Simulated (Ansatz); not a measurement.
The inner images of a band of H2 + H5NSi (9 atoms, charge 0, multiplicity 1) are given out of order.

Computed with RKS PBE-D4/def2-SVP (Ansatz 0.2.0).

First end point:

```xyz
9
Properties=species:S:1:pos:R:3
Si -0.258 0.557 -0.014
N 0.047 -0.091 1.586
H -0.756 -0.431 2.123
H 0.673 0.434 2.205
H 1.077 0.818 -0.658
H -1.047 1.849 -0.084
H -1.026 -0.481 -0.785
H 1.653 -2.911 1.980
H 1.286 -2.247 1.826
```

Last end point:

```xyz
9
Properties=species:S:1:pos:R:3
Si 0.458 0.081 -0.397
N -0.115 -0.667 2.322
H -1.123 -0.724 2.522
H 0.268 -0.005 3.012
H 0.761 0.475 -1.831
H 0.303 1.369 0.360
H -0.811 -0.719 -0.449
H 1.636 -0.726 0.065
H 0.271 -1.587 2.576
```

**Question.** Put them in order from the first end to the last, with their energies above the first end.
A.
```xyz
9
Properties=species:S:1:pos:R:3
Si 0.250 -0.086 -0.116
N 0.023 -0.429 2.157
H -0.871 -0.495 2.659
H 0.632 0.243 2.644
H 1.290 0.525 -1.034
H -0.473 1.196 0.303
H -0.835 -0.835 -0.855
H 1.127 -1.287 0.321
H 0.507 -1.335 2.101
```
B.
```xyz
9
Properties=species:S:1:pos:R:3
Si -0.025 0.132 0.210
N 0.027 -0.162 1.976
H -0.860 -0.295 2.468
H 0.652 0.432 2.529
H 1.332 0.365 -0.413
H -0.794 1.398 0.036
H -0.763 -0.937 -0.561
H 1.177 -1.869 0.619
H 0.903 -1.566 1.316
```
C.
```xyz
9
Properties=species:S:1:pos:R:3
Si -0.114 0.280 0.219
N -0.039 -0.043 1.942
H -0.907 -0.236 2.447
H 0.585 0.529 2.518
H 1.293 0.415 -0.295
H -0.863 1.536 -0.152
H -0.796 -0.875 -0.463
H 1.409 -2.268 0.703
H 1.083 -1.840 1.261
```
D.
```xyz
9
Properties=species:S:1:pos:R:3
Si 0.107 -0.041 0.102
N 0.097 -0.310 2.015
H -0.824 -0.390 2.474
H 0.677 0.359 2.545
H 1.380 0.430 -0.545
H -0.695 1.268 0.191
H -0.818 -0.920 -0.691
H 1.041 -1.623 0.513
H 0.684 -1.275 1.576
```
E.
```xyz
9
Properties=species:S:1:pos:R:3
Si 0.359 0.008 -0.324
N -0.128 -0.584 2.265
H -0.969 -0.618 2.854
H 0.504 0.108 2.694
H 1.077 0.516 -1.555
H -0.087 1.258 0.377
H -0.834 -0.788 -0.776
H 1.377 -0.913 0.292
H 0.350 -1.489 2.354
```
F.
```xyz
9
Properties=species:S:1:pos:R:3
Si -0.213 0.471 0.057
N -0.020 -0.019 1.728
H -0.857 -0.298 2.247
H 0.581 0.552 2.330
H 1.164 0.635 -0.526
H -0.963 1.763 -0.190
H -0.963 -0.624 -0.649
H 1.659 -2.822 1.561
H 1.261 -2.161 1.620
```
G.
```xyz
9
Properties=species:S:1:pos:R:3
Si -0.169 0.386 0.151
N -0.056 0.021 1.861
H -0.916 -0.213 2.365
H 0.533 0.621 2.445
H 1.234 0.506 -0.375
H -0.903 1.656 -0.223
H -0.889 -0.758 -0.509
H 1.599 -2.659 1.078
H 1.216 -2.063 1.387
```

**Answer.** F (0.00 eV), G (+0.02 eV), C (+0.10 eV), B (+0.60 eV), D (+1.66 eV), A (+0.82 eV), E (+0.16 eV).

Time of the run: 83 s on 2 threads of Arm Neoverse V2, with other jobs on the host, peak memory 0.11 GiB.
